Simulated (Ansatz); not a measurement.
System: fcc Cu. Method: PBEsol in Ansatz (PAW).

Numerical settings: plane-wave cutoff 520 eV, 26×26×26 k mesh, Fermi–Dirac smearing 0.05 eV, no spin polarisation, scalar-relativistic PAW data made under PBE.

The volume scan:

```tsv
V (Å³/atom)	E − E_lowest (meV/atom)	P (GPa)
10.632	24.15	12.13
10.858	10.29	7.59
11.084	2.46	3.57
11.311	0.00	0.00
11.537	2.28	-3.17
11.763	8.78	-5.98
11.989	19.01	-8.46
```

Task: Estimate the bulk modulus from the pressures at 11.084 and 11.537 Å³/atom, and compare it with a fit to all energies.

Result: B = −V dP/dV. Between V = 11.084 and 11.537 Å³/atom, dP/dV = (-3.17 − (3.57))/(11.537 − 11.084) = -14.9 GPa per Å³/atom; at the midpoint 11.311 Å³/atom this gives B ≈ 168 GPa. The third-order Birch–Murnaghan fit gives V0 = 11.310 Å³/atom, B0 = 168 GPa, B′ = 5.0, which lies within 1 % of that estimate.

Measured, for comparison: bulk modulus 144 GPa (0 K value with the zero-point phonon effect removed, our sources range from 140 to 145; as tabulated in Mejia-Rodriguez and Trickey (2018), arXiv:1807.09216); equilibrium volume per atom 11.62 Å³/atom (low-temperature or extrapolated to 0 K; zero-point anharmonic expansion removed; as tabulated in Csonka et al. (2009), arXiv:0903.4037). Computed (rounded) less measured: bulk modulus +17 % (+16 % to +20 % over the range), equilibrium volume per atom -2.7 %.

The computed numbers hold no vibrational or temperature effects.

Ansatz is an electronic-structure program.
